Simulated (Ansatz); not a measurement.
Mulliken charges of C3H3ClO, SMILES `C=CC(=O)Cl` from B3LYP/def2-TZVPP in Ansatz (PBE0-D4/def2-TZVP geometry).

```tsv
atom	x (Å)	y (Å)	z (Å)	charge (e)
C1	0.041	-0.755	1.048	-0.155
C2	0.409	0.189	0.189	-0.156
C3	-0.402	0.440	-1.015	0.253
O4	-1.395	-0.115	-1.344	-0.211
Cl5	0.285	1.747	-2.018	-0.123
H6	-0.852	-1.344	0.872	0.136
H7	0.621	-0.958	1.940	0.128
H8	1.293	0.797	0.329	0.128
```

Problem. By hand: the dipole of these point charges (1 e Å = 4.8032 D).

Solution. Σ q r = (0.217, -0.195, 0.492) e Å, of length 0.572 e Å = 2.75 D.

Problem. How does the dipole of the full density compare? (Estimate.)

Solution. The calculation gave: (0.328, -0.142, 0.542) e Å, 3.12 D; the point charges give 0.88 times that, at 10° from its direction.

Point charges leave out the atoms' own dipoles, such as those of lone pairs, and Mulliken's split depends on the basis, so the close match here is no proof of good charges.

B3LYP here is the variant with VWN-RPA as its local correlation; programs differ in this.
